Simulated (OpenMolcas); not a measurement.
# S2F2 (Thio-thionyl fluoride): B97-1/ANO-XS-VDZ (DKH2)

What is the vertical singlet–triplet gap of S2F2 (Thio-thionyl fluoride) at B97-1/ANO-XS-VDZ (DKH2)? 

Program for the calculation: OpenMolcas 26.06.

### 1 The system as given

The species is S2F2 (4 atoms), meant as a singlet with charge 0. As SMILES, `FS(F)=S`. Geometry: relaxed at GFN2-xTB.

Bond lengths: F1–S2 1.681 Å, S2–F3 1.682 Å, S2–S4 1.873 Å. Angles: F1–S2–F3 90.0°, F1–S2–S4 108.4°, F3–S2–S4 108.4°.

### 2 The energy at B97-1/ANO-XS-VDZ (DKH2)

File job.inp:

```
&GATEWAY
  Coord
  4
  bohr
  F      1.44868294     0.64560603     2.33776129
  S     -0.97266093    -0.13836575     0.43658343
  F      0.62933549    -2.69951156    -0.55098745
  S     -1.10537640     2.19225238    -2.22335727
  Basis = ANO-XS-VDZ
  Group = NoSym

&SEWARD
  Relativistic = R02E00
  GridInput
  Grid=UltraFine
  End of Grid

&SCF
  KSDFT = HYB_GGA_XC_B97_1
  PrOrbitals = 1 1
```

Started as:

```
export MOLCAS_MEM=1860
pymolcas job.inp > job.log
```

The program printed:

```text
--- Start Module: gateway ---
[...]
--- Stop Module: gateway /rc=_RC_ALL_IS_WELL_ ---
--- Start Module: seward ---
[...]
      Basis functions           44
--- Stop Module: seward /rc=_RC_ALL_IS_WELL_ ---
--- Start Module: scf ---
[...]
       Convergence after  13 Iterations
[...]
::    Total KS-DFT energy                            -998.0398583681
[...]
      Total spin, S                                     0.0000000000
[...]
      Total electronic charge=   50.000000
      Total            charge=   -0.000000
[...]
      Dipole Moment (debye):
      Origin of the operator (angstrom)=   -0.1400    0.1383   -0.1203
                   X= -2.0144E+00               Y=  3.3441E-01               Z=  1.8859E-01           Total=  2.0507E+00
      Quadrupole Moment (debye*angstrom):
[...]
--- Stop Module: scf /rc=_RC_ALL_IS_WELL_ ---
[...]
```

Wall time 7.2 s (1 thread of Arm Neoverse V1, shared host); peak memory 0.38 GiB.

### 3 The triplet at the same level

File job.input:

```
&GATEWAY
 Coord
 4
 bohr
 F      1.44868294     0.64560603     2.33776129
 S     -0.97266093    -0.13836575     0.43658343
 F      0.62933549    -2.69951156    -0.55098745
 S     -1.10537640     2.19225238    -2.22335727
 Basis=ANO-XS-VDZ
 Group=NoSym

&SEWARD
 Relativistic=R02E00
 GridInput
 Grid=UltraFine
 End of Grid

&SCF
 UHF
 Spin=3
 KSDFT=HYB_GGA_XC_B97_1
 PrOrbitals=1 1
```

Started as:

```
export MOLCAS_MEM=1860
pymolcas job.input > job.log
```

The program printed:

```text
--- Start Module: gateway ---
[...]
--- Stop Module: gateway /rc=_RC_ALL_IS_WELL_ ---
--- Start Module: seward ---
[...]
      Basis functions           44
--- Stop Module: seward /rc=_RC_ALL_IS_WELL_ ---
--- Start Module: scf ---
[...]
       Convergence after  21 Iterations
[...]
::    Total KS-DFT energy                            -997.9145747676
[...]
      Total spin, S                                     1.0031862516
[...]
      Total electronic charge=   50.000000
      Total            charge=   -0.000000
[...]
      Dipole Moment (debye):
      Origin of the operator (angstrom)=   -0.1400    0.1383   -0.1203
                   X= -1.7508E+00               Y=  1.1828E+00               Z= -8.6886E-01           Total=  2.2846E+00
      Quadrupole Moment (debye*angstrom):
[...]
--- Stop Module: scf /rc=_RC_ALL_IS_WELL_ ---
[...]
```

It took 16 s on 1 thread of Arm Neoverse V1, shared host; peak memory 0.38 GiB.

### 4 Outcome

Level: B97-1/ANO-XS-VDZ (DKH2).

| quantity | value |
| --- | --- |
| singlet: total energy | -998.03986 Eh |
| singlet: dipole moment | 2.05 D |
| singlet: HOMO energy | -8.25 eV |
| singlet: LUMO energy | -3.14 eV |
| singlet: HOMO–LUMO gap | 5.10 eV |
| triplet: total energy | -997.91457 Eh |
| triplet: dipole moment | 2.28 D |
| triplet: HOMO energy (highest over α and β) | -4.81 eV |
| triplet: ⟨S²⟩ | 2.010 |
| vertical energy of the triplet above the singlet | 3.409 eV |

At this shape the triplet lies 3.41 eV (79 kcal/mol) above the singlet. Mulliken charges (singlet) run from -0.38 on F3 to +0.82 on S2; they depend strongly on the basis.
